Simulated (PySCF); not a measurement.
**Worked example: building the atomization energy of NO, doublet**

Measured: the G2/97 heats of formation, with zero-point and thermal terms from B3LYP taken off, give an electronic atomization energy of 152.7 kcal/mol (Curtiss et al., J. Chem. Phys. 106, 1063 (1997); Staroverov et al., J. Chem. Phys. 119, 12129 (2003)). The calculation below tries to reproduce it.

Geometry (MP2(full)/6-31G*, from the G2/97 set):

| atom | x (Å) | y (Å) | z (Å) |
| --- | --- | --- | --- |
| N | 0.0000 | 0.0000 | 0.0000 |
| O | 0.0000 | 0.0000 | 1.1427 |

Atomization energies (atoms less molecule, kcal/mol) from PySCF 2.14.0, frozen cores, unrestricted molecule, unrestricted atoms, sets cc-pVDZ, cc-pVTZ, cc-pVQZ:

```tsv
level	DZ	TZ	QZ
HF	48.96	53.50	54.23
CCSD(T)	131.12	143.02	148.03
CCSDT	131.30	–	–
```

Task: Extrapolate Hartree–Fock with exp(−5.46 √X) and the CCSD(T) correlation part with X⁻³ (X = 3, 4), add each higher step from the largest set that has it, and compare with the measured value.

Result: Hartree–Fock: 54.23 + (54.23 − 53.50) × 0.301 = 54.45.
Correlation: TZ 89.52, QZ 93.80; (64 × 93.80 − 27 × 89.52) / 37 = 96.92.
Full triples (DZ): 131.30 − 131.12 = 0.18.
Sum: 151.6 kcal/mol, 1.1 below the measured 152.7.

Quadruple excitations are missing here, and can be worth a kcal/mol or so. The steps beyond CCSD(T) add 0.18 kcal/mol, while going from QZ to the limit adds 3.34. Core correlation, scalar relativity, spin–orbit terms and the relaxation from this MP2 geometry are missing from the sum, and the measured value has its own uncertainty.
